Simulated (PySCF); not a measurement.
**MgCl: frontier orbitals**

HSE06 at R = 2.233 Å; Mg 6-311G(d,p), Cl 6-311G(d,p); no relativity (PySCF 2.14). State: ²Σ⁺ (doublet), unpaired electrons σ ↑. Only the outer orbitals are listed, counted within each symmetry.

```
spin  orbital  occ.  ε (eV)  on Mg (%)   main shells (%)
   α       2π     1  -51.82        100          100 Mg p
   α       2π     1  -51.82        100          100 Mg p
   α       6σ     1  -51.76        100          100 Mg p
   α       7σ     1  -20.97          3           97 Cl s
   α       8σ     1   -9.27         21  77 Cl p, 16 Mg s
   α       3π     1   -7.96          5           95 Cl p
   α       3π     1   -7.96          5           95 Cl p
   α       9σ     1   -5.50         93  71 Mg s, 21 Mg p
   α       4π     0   -1.57        100           99 Mg p
   α       4π     0   -1.57        100           99 Mg p
   α      10σ     0   -0.09        102   85 Mg p, 9 Mg s
   β       2π     1  -51.71        100          100 Mg p
   β       2π     1  -51.71        100          100 Mg p
   β       6σ     1  -51.61        100          100 Mg p
   β       7σ     1  -20.85          3           97 Cl s
   β       8σ     1   -9.00         19  79 Cl p, 13 Mg s
   β       3π     1   -7.93          4           96 Cl p
   β       3π     1   -7.93          4           96 Cl p
   β       9σ     0   -3.27         96  85 Mg s, 10 Mg p
   β       4π     0   -0.52        100          100 Mg p
   β       4π     0   -0.52        100          100 Mg p
```

Which are the highest filled and the lowest empty level, where do they sit, and how wide is the gap?

Highest filled α 9σ at -5.50 eV (in %: 71 Mg s, 21 Mg p); lowest empty β 9σ at -3.27 eV (in %: 85 Mg s, 10 Mg p); the gap at HSE06 is 2.23 eV.

```
bond order (Mayer)                               : 0.92
⟨S²⟩                                             : 0.751
charge on Mg (Mulliken, basis-dependent)         : 0.44
charge on Mg (Löwdin, basis-dependent)           : 0.12
dipole moment (positive dipole means Mg(−)Cl(+)) : -3.79 D
```

Shares are Mulliken populations and can fall outside 0 to 100 %.

The state was picked by a PBE0 search and need not be the measured ground state.
